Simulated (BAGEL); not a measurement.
# HF/6-31G(d) (density fitting with qzvpp-jkfit, spherical functions) run of [NO2]+ (SMILES O=[N+]=O)

Aim: the vertical singlet–triplet gap of [NO2]+ at HF/6-31G* (density fitting with qzvpp-jkfit, spherical functions), from 2 runs. 

Program for the calculation: BAGEL 1.2.2.

1 further run of the same task is left out (set aside as unsound or not needed).

### Step 1. The molecule

[NO2]+ has 3 atoms, charge +1, and is taken as a singlet. SMILES: `O=[N+]=O`. Geometry: relaxed at GFN2-xTB.

Bond lengths: O1–N2 1.091 Å, N2–O3 1.091 Å. Angles: O1–N2–O3 180.0°.

### Step 2. A single-point energy at HF/6-31G(d) (density fitting with qzvpp-jkfit, spherical functions)

job.json

```json
{ "bagel" : [

{
  "title" : "molecule",
  "basis" : "6-31gs.json",
  "df_basis" : "qzvpp-jkfit",
  "angstrom" : true,
  "geometry" : [
    { "atom" : "O", "xyz" : [      -0.563200,       0.911190,      -0.206000 ] },
    { "atom" : "N", "xyz" : [      -0.000010,      -0.000010,       0.000000 ] },
    { "atom" : "O", "xyz" : [       0.563210,      -0.911180,       0.206000 ] }
  ]
},

{ "title" : "hf", "charge" : 1 },

{ "title" : "print", "file" : "orbitals.molden", "orbitals" : true }

]}
```

The basis set 6-31G* is read from a file made from the Basis Set Exchange's data (not shown).

On the command line:

```console
$ BAGEL_NUM_THREADS=1 BAGEL job.json > job.out
```

The program printed:

```text
* using 1 threads per process

  ===============================================================
  ===============================================================

  *** Geometry ***

  { "atom" : "O", "xyz" : [     -1.064294,      1.721900,     -0.389284 ] },
  { "atom" : "N", "xyz" : [     -0.000019,     -0.000019,      0.000000 ] },
  { "atom" : "O", "xyz" : [      1.064313,     -1.721881,      0.389284 ] },

  Number of auxiliary basis functions:      231

  Since a DF basis is specified, we compute 2- and 3-index integrals:
    o Being stored without compression. Storage requirement is 0.003 GB

  Number of basis functions:       42
  Number of electrons      :       23

    * METHOD: MOLECULE                             0.03

  *** RHF ***

  === Nuclear Repulsion ===
    69.8569293630

      * DIIS with orbital gradients will be used.

  === RHF iteration (6-31gs.json) ===
      0       -203.56123501          0.03785018           0.00
      1       -203.61485457          0.02735743           0.00
      2       -203.67616233          0.00240288           0.00
      3       -203.67688013          0.00049564           0.00
      4       -203.67691772          0.00006427           0.00
      5       -203.67691878          0.00001667           0.00
      6       -203.67691885          0.00000385           0.00
      7       -203.67691886          0.00000106           0.00
      8       -203.67691886          0.00000088           0.00
      9       -203.67691886          0.00000006           0.00
     10       -203.67691886          0.00000002           0.00
     11       -203.67691886          0.00000000           0.00
    * SCF iteration converged.

    * Permanent dipole moment:
           (    0.000003,     0.000034,    -0.000004) a.u.

    * METHOD: HF                                   0.08

    * METHOD: PRINT                                0.00

  ===============================================================
```

Wall time 0.24 s (1 thread of Arm Neoverse V2, shared host).

### Step 3. The triplet

calc.json

```json
{ "bagel" : [

{
  "title" : "molecule",
  "basis" : "6-31gs.json",
  "df_basis" : "qzvpp-jkfit",
  "angstrom" : true,
  "geometry" : [
    { "atom" : "O", "xyz" : [      -0.563200,       0.911190,      -0.206000 ] },
    { "atom" : "N", "xyz" : [      -0.000010,      -0.000010,       0.000000 ] },
    { "atom" : "O", "xyz" : [       0.563210,      -0.911180,       0.206000 ] }
  ]
},

{
  "title" : "uhf",
  "charge" : 1,
  "nopen" : 2
},

{
  "title" : "print",
  "file" : "orbitals.molden",
  "orbitals" : true
}

]}
```

The basis set 6-31G* is read from a file made from the Basis Set Exchange's data (not shown).

On the command line:

```console
$ BAGEL_NUM_THREADS=1 BAGEL calc.json > calc.out
```

The program printed:

```text
* using 1 threads per process

  ===============================================================
  ===============================================================

  *** Geometry ***

  { "atom" : "O", "xyz" : [     -1.064294,      1.721900,     -0.389284 ] },
  { "atom" : "N", "xyz" : [     -0.000019,     -0.000019,      0.000000 ] },
  { "atom" : "O", "xyz" : [      1.064313,     -1.721881,      0.389284 ] },

  Number of auxiliary basis functions:      231

  Since a DF basis is specified, we compute 2- and 3-index integrals:
    o Being stored without compression. Storage requirement is 0.003 GB

  Number of basis functions:       42
  Number of electrons      :       23

    * METHOD: MOLECULE                             0.03

  *** Open-shell HF ***

  === Nuclear Repulsion ===
    69.8569293630

      * DIIS with orbital gradients will be used.

  === UHF iteration (6-31gs.json) ===
      0       -203.40082238          0.04795407           0.01
      1       -203.47030919          0.02471035           0.01
      2       -203.48482329          0.01419237           0.01
      3       -203.49094158          0.00279268           0.01
      4       -203.49214424          0.00068308           0.01
      5       -203.49224475          0.00022548           0.01
      6       -203.49227620          0.00003174           0.01
      7       -203.49228101          0.00001288           0.01
      8       -203.49228351          0.00000436           0.01
      9       -203.49228407          0.00000230           0.01
     10       -203.49228423          0.00000108           0.01
     11       -203.49228425          0.00000078           0.01
     12       -203.49228425          0.00000071           0.01
     13       -203.49228425          0.00000065           0.01
     14       -203.49228425          0.00000033           0.01
     15       -203.49228425          0.00000012           0.01
     16       -203.49228425          0.00000010           0.01
     17       -203.49228425          0.00000006           0.01
     18       -203.49228425          0.00000002           0.01
     19       -203.49228425          0.00000001           0.01
    * SCF iteration converged.

    * S^2 (UHF) is 2.0166

    * Permanent dipole moment:
           (   -0.000012,    -0.000015,     0.000000) a.u.

    * METHOD: UHF                                  0.18

    * METHOD: PRINT                                0.00

  ===============================================================
```

Wall time 0.34 s (1 thread of Arm Neoverse V2, shared host).

### Step 4. What came out

Level: HF/6-31G* (density fitting with qzvpp-jkfit, spherical functions).

| quantity | value |
| --- | --- |
| singlet: total energy | -203.67692 Eh |
| singlet: HOMO energy | -25.35 eV |
| singlet: LUMO energy | -5.74 eV |
| singlet: HOMO–LUMO gap | 19.62 eV |
| triplet: total energy | -203.49228 Eh |
| triplet: ⟨S²⟩ | 2.017 |
| vertical energy of the triplet above the singlet | 5.024 eV |

**Reading.** At this shape the triplet lies 5.02 eV (116 kcal/mol) above the singlet.
